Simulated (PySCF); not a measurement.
ammonia (H3N), SMILES N. Geometry: PBE-D3(BJ)/def2-TZVPD.

TDDFT-PBE/def2-TZVPD run with PySCF puts the lowest singlet excitations at 5.95, 8.10, 8.10, 9.57, 9.57, 9.90 eV and the lowest triplet (TDA) at 5.57 eV.

What are the lowest singlet roots from EOM-CCSD/aug-cc-pVDZ (PySCF)? (The exact figures need the calculation; the answer reports its results.)

6.45, 8.03, 8.03, 9.66, 10.36, 10.50 eV; triplets 6.14, 7.89, 7.89 eV. S1 differs by 0.50 eV (second minus first; roots are paired by order, and the bases may differ).
